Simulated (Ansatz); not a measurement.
in.yaml

```yaml
crystal:
  periodic: [false, false, false]
  atoms:
    - {symbol: Si, position_ang: [0.000000, -0.090395, 1.282056]}
    - {symbol: Al, position_ang: [0.000000, -0.010029, -1.363245]}
    - {symbol: H, position_ang: [0.000000, 2.787251, 0.769138]}
basis:
  gaussian: {orbitals: def2-SVP, fitting: {mean_field: def2-universal-jkfit}}
magnetization: {spin_polarized: false}
hamiltonian: {xc: hf}
output: {orbitals: {seedname: orbitals}}
```

```sh
$ ansatz run in.yaml --threads 1 --pin off --events-out ev --progress --plain --max-ram 2393MiB
```

(1) Roughly how long does this take on 1 thread of Arm Neoverse V1, shared host, and how much host memory?

```
274 factors; integrals over basis functions are off by at most 5.9e-1 eV
mean field evaluation 1: about -14448.0035 eV, gradient 9.9e0 eV
mean field evaluation 2: about -14448.8100 eV, gradient 3.6e0 eV
mean field evaluation 4: about -14448.8965 eV, gradient 4.0e-1 eV
mean field evaluation 8: about -14449.0192 eV, gradient 9.3e-1 eV
mean field evaluation 16: about -14448.0345 eV, gradient 1.0e1 eV
mean field evaluation 32: about -14448.0062 eV, gradient 1.1e1 eV
mean field evaluation 64: about -14448.8991 eV, gradient 5.6e-3 eV
mean field -14450.06950914 eV, -531.0302598519 hartree, gradient 1.4e-5 eV, S^2 0.000000; 2 other end points of the search recorded, 0 dependent functions left out
reference -14450.06950914 eV, -531.0302598519 hartree; 14, 14 occupied and 27, 27 virtual orbitals, 274 factors
Total energy: -14450.06950914 eV, -531.0302598519 hartree
```

## Answers

(1) 0.3 s wall and 0.06 GiB.
